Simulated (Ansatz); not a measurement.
**CH₄N (quartet): from Hartree-Fock to the top rungs at distance C1–H5 along a hydrogen transfer = 1.171 Å, cc-pVDZ**

An exercise on one series of results from a longer session: the logs are not shown, and one member is left open.

Method: cc-pVDZ, core rule «outside noble gas», up to 2 orbitals frozen; program: Ansatz 0.2.0, Gaussian basis.

The runs, in order: UHF; CCSD(T) on ROHF; CCSD(T) on UHF; BCCD(T) on ROHF; CISD; CCSDT(Q) on ROHF; CCSDT(Q) on UHF; CASSCF and MRCISD+Q, 5 electrons in 5 orbitals; CASSCF and NEVPT2, 5 electrons in 5 orbitals.

5 further runs of the same task are left out: 3 that didn't finish, 2 set aside as unsound or not needed.

## The geometry

The geometry derives from fragments relaxed apart (PBE0/def2-TZVP) and kept rigid, so it is no stationary point. A hydrogen atom is moved between rigid fragments.

6 atoms, charge 0, spin multiplicity 4.

Atoms are counted from 1 here; the program's logs count them from 0.

Bond lengths: C1–H2 1.090 Å, C1–H3 1.090 Å, C1–H4 1.090 Å, C1–H5 1.171 Å. Angles: H2–C1–H3 109.5°, H2–C1–H4 109.5°, H2–C1–H5 109.5°, H3–C1–H4 109.5°, H3–C1–H5 109.5°, H4–C1–H5 109.5°.

Geometry (Å):

```xyz
6

C    -1.26034    0.00000    0.00000
H    -1.62354    1.02730    0.00000
H    -1.62354   -0.51365    0.88967
H    -1.62354   -0.51365   -0.88967
H    -0.08934    0.00000    0.00000
N     1.43766    0.00000    0.00000
```

Set-up of the first run:

Input file in.yaml:

```yaml
crystal:
  periodic: [false, false, false]
  atoms:
    - {symbol: C, position_ang: [-1.260338, 0.000000, 0.000000]}
    - {symbol: H, position_ang: [-1.623544, 1.027301, 0.000000]}
    - {symbol: H, position_ang: [-1.623544, -0.513650, 0.889668]}
    - {symbol: H, position_ang: [-1.623544, -0.513650, -0.889669]}
    - {symbol: H, position_ang: [-0.089338, 0.000000, 0.000000]}
    - {symbol: N, position_ang: [1.437662, 0.000000, 0.000000]}
basis:
  gaussian: {orbitals: cc-pVDZ}
magnetization: {spin_polarized: true, initial_magnetization: 3}
hamiltonian: {xc: hf}
output: {orbitals: {seedname: orbitals}}
```

Launch:

```console
$ ansatz run in.yaml --threads 1 --pin off --events-out ev --progress --plain --max-ram 2393MiB
```

Steps of the session up to this table: UHF; CCSD(T) on ROHF; CCSD(T) on UHF; BCCD(T) on ROHF; CISD; CCSDT(Q) on ROHF; CCSDT(Q) on UHF; CASSCF and MRCISD+Q, 5 electrons in 5 orbitals; CASSCF and NEVPT2, 5 electrons in 5 orbitals.

One of the session's tables, all rows but one given; the rest of the session is left out.

| method | from UCCSDT(Q) (kcal/mol) |
| --- | --- |
| ROHF | +182.90 |
| UHF | +179.90 |
| RMP2 | +29.29 |
| UMP2 | +28.80 |
| CISD | +16.67 |
| RCCSD | +4.00 |
| UCCSD | +3.94 |
| RCCSD(T) | +0.61 |
| UCCSD(T) | +0.57 |
| BCCD(T) | +0.61 |
| RCCSDT | +0.19 |
| UCCSDT | +0.15 |
| RCCSDT(Q) | +0.04 |
| UCCSDT(Q) | 0 |
| CASSCF pair | +171.76 |
| NEVPT2 pair | +29.18 |
| MRCISD pair | +15.07 |
| MRCISD+Q pair | ? |

Q: Estimate the row for MRCISD+Q pair from the others.

The run gave: from UCCSDT(Q) (kcal/mol): +1.16. In the column «from UCCSDT(Q) (kcal/mol)» it lies between BCCD(T) (+0.61) and UCCSD (+3.94).

To keep in mind: Restricted and unrestricted rows rest on different reference determinants; where their highest levels disagree by more than a few hundredths of an eV, they describe different states and don't form one ladder.
